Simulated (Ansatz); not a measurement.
Solid CO2 (dry ice)

Computed with PBE-D4 (plane waves, PAW; Ansatz, an electronic-structure program).

Run with plane-wave cutoff 500 eV, 6×6×6 k mesh, gaussian smearing 0.02 eV, scalar-relativistic PAW data made under PBE.

Cell (relaxed at this level):

```yaml
crystal:
  lattice:
    - [5.71729, 0.00000, 0.00000]
    - [0.00000, 5.71729, 0.00000]
    - [0.00000, 0.00000, 5.71729]
  atoms:
    - { symbol: C, position: [0.00000, 0.50000, 0.50000] }
    - { symbol: C, position: [0.50000, 0.00000, 0.50000] }
    - { symbol: C, position: [0.00000, 0.00000, 0.00000] }
    - { symbol: C, position: [0.50000, 0.50000, 0.00000] }
    - { symbol: O, position: [0.88196, 0.61804, 0.38196] }
    - { symbol: O, position: [0.38196, 0.88196, 0.61804] }
    - { symbol: O, position: [0.88196, 0.88196, 0.88196] }
    - { symbol: O, position: [0.11804, 0.11804, 0.11804] }
    - { symbol: O, position: [0.61804, 0.38196, 0.88196] }
    - { symbol: O, position: [0.61804, 0.11804, 0.38196] }
    - { symbol: O, position: [0.38196, 0.61804, 0.11804] }
    - { symbol: O, position: [0.11804, 0.38196, 0.61804] }
```

* **band gap**: 6.75 eV (on the SCF k mesh)

The computed numbers hold no vibrational or temperature effects.

The result took very roughly 40 core-seconds.
